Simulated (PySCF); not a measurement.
Species: C5H5S (doublet state).
Z-matrix (Å and degrees, GFN2-xTB geometry), rows numbered from 1:
```
C 
C   1  1.3043
C   2  1.4745  1  127.06
S   3  1.6374  2  118.79  1  -179.59
C   3  1.4471  2  118.50  1     0.30
C   5  1.3318  3  124.15  2  -179.93
H   1  1.0677  2  137.66  3    -0.17
H   2  1.0838  1  119.84  3  -179.89
H   5  1.0814  3  115.62  2     0.03
H   6  1.0762  5  121.56  3  -179.98
H   6  1.0776  5  121.42  3    -0.06
```

The hyperfine couplings belong to this conformer and change with its torsions.

As a line formula: `[H]/[C]=C\C(=S)C=C` [radical].

Method: UKS B3LYP, pcH-1 on C H S, non-relativistic, mean-field spin-orbit, GIAO in PySCF. One conformer (not necessarily the lowest) at the GFN2-xTB geometry, without solvent, vibrations or thermal averaging. GFN2-xTB frequencies show an imaginary mode (61i cm⁻¹), so this geometry is no minimum at that level. A GFN2-xTB geometry isn't a minimum of the functional, and hyperfine couplings can be far from their values at a DFT geometry. Stability of the SCF solution: not tested.

(1) Match the computed a_iso(13C) values +351.0, +80.7, -12.1, -3.9, +0.8 MHz with the sites C1; C2; C3; C5; C6.

Answers

(1) 
| site | a_iso (MHz) | ρ(0) (bohr⁻³) | position | distance from C1 (Å) | spin population | largest \|T\| (MHz) |
| --- | --- | --- | --- | --- | --- | --- |
| C1 | +351.0 | +0.3121 | largest spin population | 0.00 | +1.07 | 139.8 |
| C2 | -12.1 | -0.0108 | 1 bond from C1 | 1.30 | -0.16 | 19.3 |
| C3 | +80.7 | +0.0719 | 2 bonds from C1 | 2.49 | +0.09 | 10.9 |
| C5 | -3.9 | -0.0034 | 3 bonds from C1 | 2.96 | 0.00 | 3.1 |
| C6 | +0.8 | +0.0007 | 4 bonds from C1 | 4.29 | +0.02 | 2.6 |

ρ(0) is the spin density at the nucleus and T the dipolar tensor; a_iso includes a spin–orbit part. The Mulliken spin populations are largest on C1 (+1.07), C2 (-0.16) and C3 (+0.09). No atom but C1 exceeds +0.15. The positive populations add up to 1.22 and the negative ones to -0.22, together 2S = 1.

β density exceeds α density at some nuclei, such as C2 (-0.0108), S4 (-0.0075) and C5 (-0.0034), spin density in bohr⁻³. In a single determinant that takes different orbitals for the two spins, that is spin polarisation.

Hardware: one thread, Arm Neoverse V2 (aarch64) (shared host). Cost: 34 s of wall time (with the writing of density and orbital grids), 0.79 GiB resident at most.
